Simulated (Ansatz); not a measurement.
(H2Al-mu-H)2 (Al2H6), relaxed as a singlet with RKS PBE0-D4/def2-TZVP in Ansatz, starting from the GFN2-xTB geometry. Force threshold 0.02 eV/Å.

Start:

```xyz
8

Al    0.654    0.187    1.103
H     1.271   -0.305    2.443
H     0.722    1.673    0.650
H    -1.059   -0.349    0.700
Al   -0.662   -0.298   -1.074
H    -1.400   -1.306   -2.001
H    -0.495    1.205   -1.432
H     0.968   -0.807   -0.388
```

| step | energy (eV) | largest force component (eV/Å) | SCF passes |
| --- | --- | --- | --- |
| 1 | -13284.7388 | 0.648 | 11 |
| 2 | -13284.9805 | 0.232 | 15 |
| 3 | -13285.0898 | 0.370 | 15 |
| 4 | -13285.1508 | 0.289 | 15 |
| 5 | -13285.1875 | 0.189 | 15 |
| 6 | -13285.2179 | 0.042 | 15 |
| 7 | -13285.2209 | 0.084 | 14 |
| 8 | -13285.2214 | 0.047 | 16 |
| 9 | -13285.2225 | 0.003 | 16 |

Force components are those of the run's own axes.

End:

```tsv
atom	x (Å)	y (Å)	z (Å)
Al1	0.654	0.247	1.095
H2	0.887	-0.994	2.041
H3	1.113	1.740	1.312
H4	-0.996	0.233	0.542
Al5	-0.654	-0.246	-1.095
H6	-1.104	-1.744	-1.295
H7	-0.896	0.984	-2.054
H8	0.997	-0.221	-0.546
```

By distances, no bond broke or formed. The bond that changes most is Al5–H8, from 1.84 to 1.74 Å (atoms count from 1).

No frequencies were taken in this run, so the end may be a saddle point.

It took 6.5 s on 4 threads of Arm Neoverse V1 on a shared host.
